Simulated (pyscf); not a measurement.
Thermochemistry of product channels of HO–AsH–OH (SMILES O[AsH]O) on the singlet surface, in kJ/mol, from ωB97M-D3(BJ)/def2-TZVP energies (ideal gas, 1 atm, RRHO with modes under 100 cm⁻¹ raised to 100, one conformer, R ln 2 for rigid chiral ones). Single points on ωB97X-D3(BJ)/def2-SVP structures (PySCF, gas phase).

```tsv
products	ΔE	ΔH(298 K)	ΔG(298 K)	ΔG(1200 K)
H₂O (SMILES O) + O=AsH (SMILES O=[AsH])	?	+174.0	+131.5	+9.4
O=As–OH (SMILES O=[As]O) + H₂ (SMILES [H][H])	?	+85.4	+52.3	-50.9
```

### Question
What belongs in the gaps?

### Answer

- H₂O (SMILES O) + O=AsH (SMILES O=[AsH]), ΔE: +184.0
- O=As–OH (SMILES O=[As]O) + H₂ (SMILES [H][H]), ΔE: +104.7

The channel to O=As–OH + H₂ turns favourable between 298 and 1200 K (ΔG from +52.3 kJ/mol to -50.9 kJ/mol).

These are energies of the channels, which say nothing of barriers. O=AsH lies 31.2 kJ/mol over its isomer HO–As: [triplet], and others may lie lower still (electronic energy, ωB97M-D3(BJ)). Elements up to Kr have no core potential and no relativistic terms here.
